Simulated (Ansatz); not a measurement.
The same path of CH4BO (7 atoms, charge 0, multiplicity 2) was run twice with different band settings. The coordinate that changes most is the dihedral B1–O2–C3–H6.

Method: UKS B3LYP-D4/STO-3G in Ansatz.

Relaxed end points:

```xyz
7
Properties=species:S:1:pos:R:3
B -1.354 -1.021 -0.187
O -0.314 -0.739 0.600
C 0.648 0.342 0.241
H -1.608 -0.471 -1.201
H 0.376 0.841 -0.711
H 0.657 1.086 1.062
H 1.657 -0.106 0.151
```

```xyz
7
Properties=species:S:1:pos:R:3
B -1.416 -0.921 0.228
O -0.183 -0.953 -0.283
C 0.713 0.235 -0.200
H -1.901 0.009 0.773
H 0.995 0.530 -1.230
H 0.226 1.089 0.311
H 1.627 -0.057 0.354
```

Common settings: climbing image yes; spring 5.0 eV/Å²; optimiser quadratic models (default); start path IDPP; force threshold 0.03 eV/Å; iteration limit 60; end points relaxed.

| run | movable images |
| --- | --- |
| 1 | 7 |
| 2 | 3 |

(1) What does each run give, and how far can it be trusted?

Answers

(1) Run 1: converged after 5 iterations, highest image 0.031 eV above the first end. A vibrational analysis at the climbing image gives one clearly imaginary mode, 127i cm⁻¹: a first-order saddle point.
Run 2: converged after 5 iterations, highest image 0.031 eV above the first end. Another band between the same ends (7 images) ends at a top of the same energy, where a vibrational analysis finds 1 clearly imaginary mode. So few images can step over the top or miss a turn of the path.
Limits of this set-up: minimal basis.
